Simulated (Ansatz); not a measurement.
## Ansatz (development build ahead of 0.2.0) run

```yaml
crystal:
  periodic: [false, false, false]
  atoms:
    - { symbol: Na, position_ang: [0.0, 0.0, -1.23971] }
    - { symbol: S, position_ang: [0.0, 0.0, 1.23971] }
basis:
  gaussian: { orbitals: def2-SVP }
magnetization:
  initial_magnetization: 1
hamiltonian:
  xc: hf
correlation:
  method: mp2
  frozen_orbitals: { Na: 1, S: 5 }
```

The input is written out in the form of the current development build from the run's settings. Correlation on restricted open-shell orbitals is semicanonical, with singles.

Output:

```json
{
  "Converged": "yes",
  "Reference energy": "-559.20707 hartree",
  "Correlation energy": "-0.11033 hartree",
  "Total energy": "-559.31740 hartree",
  "Spin squared of the determinant": "0.750",
  "Stability test": "minimum among restricted orbitals",
  "Occupied orbitals by symmetry in an Abelian subgroup (alpha; beta)": "8 A1 3 B1 3 B2; 8 A1 3 B1 2 B2"
}
```

Messages of the program:
```
mean field -15216.79957800 eV, -559.2070701742 hartree, gradient 2.0e-6 eV, S^2 0.750000; 9 other ends of a descent, 0 dependent functions left out
```
